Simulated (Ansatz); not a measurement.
Input for Ansatz (development build ahead of 0.2.0):

```yaml
crystal:
  periodic: [false, false, false]
  atoms:
    - { symbol: O, position_ang: [1.14979, 0.0, 0.0] }
    - { symbol: C, position_ang: [0.35276, 1.08646, 0.0] }
    - { symbol: C, position_ang: [-0.95835, 0.71534, 0.0] }
    - { symbol: C, position_ang: [-0.95835, -0.71534, 0.0] }
    - { symbol: C, position_ang: [0.35276, -1.08646, 0.0] }
    - { symbol: H, position_ang: [0.85476, 2.05067, 0.0] }
    - { symbol: H, position_ang: [-1.82038, 1.37897, 0.0] }
    - { symbol: H, position_ang: [-1.82038, -1.37897, 0.0] }
    - { symbol: H, position_ang: [0.85476, -2.05067, 0.0] }
basis:
  gaussian: { orbitals: def2-TZVP }
hamiltonian:
  xc: hf
correlation:
  method: mp2
  frozen_orbitals: { C: 1, H: 0, O: 1 }
```

The input is written out in the form of the current development build from the run's settings.

Output:

```
Converged                       : yes
Reference energy                : -228.71316 hartree
Correlation energy              : -0.85582 hartree
Total energy                    : -229.56898 hartree
Spin squared of the determinant : 0.000
```
